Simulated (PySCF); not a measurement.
# SMILES C/C=C(/F)CO, C₄H₇FO

Molfile (atoms numbered from 1):
```
C4H7FO
     RDKit          3D

 13 12  0  0  0  0  0  0  0  0999 V2000
   -1.7358   -0.5952   -0.5166 C   0  0  0  0  0  0  0  0  0  0  0  0
   -1.0323    0.5276    0.1644 C   0  0  0  0  0  0  0  0  0  0  0  0
    0.2747    0.6882    0.2995 C   0  0  0  0  0  0  0  0  0  0  0  0
    0.7120    1.7932    0.9614 F   0  0  0  0  0  0  0  0  0  0  0  0
    1.4141   -0.1584   -0.1949 C   0  0  0  0  0  0  0  0  0  0  0  0
    2.4339    0.5963   -0.8032 O   0  0  0  0  0  0  0  0  0  0  0  0
   -2.4109   -0.2004   -1.2753 H   0  0  0  0  0  0  0  0  0  0  0  0
   -2.3406   -1.1393    0.2083 H   0  0  0  0  0  0  0  0  0  0  0  0
   -1.0481   -1.2922   -0.9850 H   0  0  0  0  0  0  0  0  0  0  0  0
   -1.6715    1.2804    0.6067 H   0  0  0  0  0  0  0  0  0  0  0  0
    1.8940   -0.6580    0.6536 H   0  0  0  0  0  0  0  0  0  0  0  0
    1.0308   -0.9248   -0.8815 H   0  0  0  0  0  0  0  0  0  0  0  0
    2.0444    1.2073   -1.4386 H   0  0  0  0  0  0  0  0  0  0  0  0
  1  2  1  0
  2  3  2  0
  3  4  1  0
  3  5  1  0
  5  6  1  0
  1  7  1  0
  1  8  1  0
  1  9  1  0
  2 10  1  0
  5 11  1  0
  5 12  1  0
  6 13  1  0
M  END
```

Level of theory: GIAO KT3/pcSseg-1 magnetisability, rotational g tensor and spin-rotation constants, non-relativistic, gas phase in PySCF. Geometry: GFN2-xTB, dihedral held. The dihedral F4–C3–C5–O6 is held at 315°.

Question: How diamagnetic is it, and how anisotropic?

Answer: Isotropic -864 × 10⁻³⁰ J/T², or -52.0 × 10⁻⁶ cm³/mol; principal values -955, -884, -754 × 10⁻³⁰ J/T², anisotropy 176 × 10⁻³⁰ J/T² (root of half the summed squared differences of the principal values). The susceptibility is in cgs units.

Question: Split it along the inertial axes a, b, c into diamagnetic and paramagnetic parts about the centre of mass, with the quadrupole moment.

Answer: 
```
axis  χ (10⁻⁶ cm³/mol)  diamagnetic (10⁻⁶ cm³/mol)  paramagnetic (10⁻⁶ cm³/mol)  summed x² of all electrons (Å²)  quadrupole Θ (D Å)
   a             -53.4                      -285.7                        232.3                            120.7               -2.64
   b             -48.0                      -573.9                        525.9                             52.7               -1.72
   c             -54.7                      -735.7                        681.0                             14.6               +4.36
```
Anisotropies 2χaa − χbb − χcc = -4.1 and 2χbb − χaa − χcc = +12.2 × 10⁻⁶ cm³/mol. Θ is traceless in Buckingham's convention.

Question: And the rotational g tensor?

Answer: 
| axis | rotational constant (GHz) | g | nuclear part | electronic part |
| --- | --- | --- | --- | --- |
| a | 5.4723 | -0.0222 | 0.5749 | -0.5971 |
| b | 2.4426 | -0.0168 | 0.5867 | -0.6035 |
| c | 1.8086 | -0.0097 | 0.5688 | -0.5786 |

Asymmetric top; isotopes 12C, 19F, 1H, 16O; no vibrational averaging.
